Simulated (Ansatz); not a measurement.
# CH2O (SMILES C=O): one structure at several levels

The atoms stand at a structure displaced at random from a GFN2-xTB minimum. How far do the functionals agree with CCSD(T) there?

The runs use Ansatz 0.2.0, Gaussian basis; single points in def2-TZVPP.

Correlated methods freeze the cores. B3LYP uses VWN-RPA correlation.

## 1. Where the work starts

SMILES `C=O`, 4 atoms, charge 0, spin multiplicity 1.

Atoms are counted from 1 here; the program's logs count them from 0.

Bond lengths: C1–O2 1.086 Å, C1–H3 1.303 Å, C1–H4 1.060 Å. Angles: O2–C1–H3 120.6°, O2–C1–H4 125.3°, H3–C1–H4 113.7°.

Coordinates:

```mol
CH2O
  3D, bonds by distance, orders not assigned

  4  3  0  0  0  0  0  0  0  0999 V2000
   -0.0938   -0.0617    0.0670 C   0  0
    0.6088    0.3982    0.7563 O   0  0
   -0.5968    0.6214   -0.9221 H   0  0
   -0.3574   -1.0887    0.0543 H   0  0
  1  2  8  0
  1  3  8  0
  1  4  8  0
M  END
```

## 2. CCSD(T)/def2-TZVPP

run/in.yaml

```yaml
crystal:
  periodic: [false, false, false]
  atoms:
    - {symbol: C, position_ang: [-0.093800, -0.061700, 0.067000]}
    - {symbol: O, position_ang: [0.608800, 0.398200, 0.756300]}
    - {symbol: H, position_ang: [-0.596800, 0.621400, -0.922100]}
    - {symbol: H, position_ang: [-0.357400, -1.088700, 0.054300]}
basis:
  gaussian: {orbitals: def2-TZVPP}
correlation: {method: ccsd_t}
output: {forces: true}
```

The command line of these runs was not kept.

## 3. PBE0-D4/def2-TZVPP

run/in.yaml: that of step 2 with these lines changed.

```diff
@@ -9,3 +9,3 @@
   gaussian: {orbitals: def2-TZVPP}
-correlation: {method: ccsd_t}
-output: {forces: true}
+hamiltonian: {xc: pbe0, dispersion: d4}
+output: {forces: true, orbitals: {seedname: orbitals}}
```

## 4. wB97M-V/def2-TZVPP

run/in.yaml: that of step 3 with these lines changed.

```diff
@@ -9,3 +9,3 @@
   gaussian: {orbitals: def2-TZVPP}
-hamiltonian: {xc: pbe0, dispersion: d4}
-output: {forces: true, orbitals: {seedname: orbitals}}
+hamiltonian: {xc: {name: wB97M-V}}
+output: {forces: true}
```

## 5. r2SCAN-D4/def2-TZVPP

run/in.yaml: that of step 4 with these lines changed.

```diff
@@ -9,3 +9,3 @@
   gaussian: {orbitals: def2-TZVPP}
-hamiltonian: {xc: {name: wB97M-V}}
+hamiltonian: {xc: r2scan, dispersion: d4}
 output: {forces: true}
```

## 6. PBE-D4/def2-TZVPP

run/in.yaml: that of step 5 with these lines changed.

```diff
@@ -9,3 +9,3 @@
   gaussian: {orbitals: def2-TZVPP}
-hamiltonian: {xc: r2scan, dispersion: d4}
+hamiltonian: {xc: pbe, dispersion: d4}
 output: {forces: true}
```

## 7. B3LYP-D4/def2-TZVPP

run/in.yaml: that of step 6 with these lines changed.

```diff
@@ -9,3 +9,3 @@
   gaussian: {orbitals: def2-TZVPP}
-hamiltonian: {xc: pbe, dispersion: d4}
+hamiltonian: {xc: {name: B3LYP}, dispersion: d4}
 output: {forces: true}
```

## 8. r2SCANh-D4/def2-TZVPP

run/in.yaml: that of step 7 with these lines changed.

```diff
@@ -9,3 +9,3 @@
   gaussian: {orbitals: def2-TZVPP}
-hamiltonian: {xc: {name: B3LYP}, dispersion: d4}
+hamiltonian: {xc: {name: r2SCANh}, dispersion: d4}
 output: {forces: true}
```

(Steps that only read results are left out.)

Q: Predict the outcome of this session. Wanted: energy less free atoms, CCSD(T)/def2-TZVPP; RMS force component; RMS force error; HOMO and LUMO, PBE0-D4; T1 diagnostic.

As calculated:

| quantity | value |
| --- | --- |
| energy less free atoms, CCSD(T)/def2-TZVPP | -337.5 kcal/mol |
| RMS force component | 5.442 to 5.960 eV/Å over the methods |
| RMS force error | PBE0-D4 0.492, wB97M-V 0.395, r2SCAN-D4 0.444, PBE-D4 0.243, B3LYP-D4 0.460, r2SCANh-D4 0.537 eV/Å |
| HOMO and LUMO, PBE0-D4 | -7.53 and -0.49 eV |
| T1 diagnostic | 0.013 |

What this shows: Against CCSD(T) the functionals' energies less atoms differ by -24.1 to -8.4 kcal/mol, PBE-D4 by -24.1 kcal/mol. A larger basis would deepen the CCSD(T) value, while the functionals are nearly converged already, so the order here is not reliable. On forces the order runs from PBE-D4 to r2SCANh-D4. Frozen-core CCSD(T) forces in triple zeta carry basis errors of their own, and this is one geometry, so small gaps rank nothing.
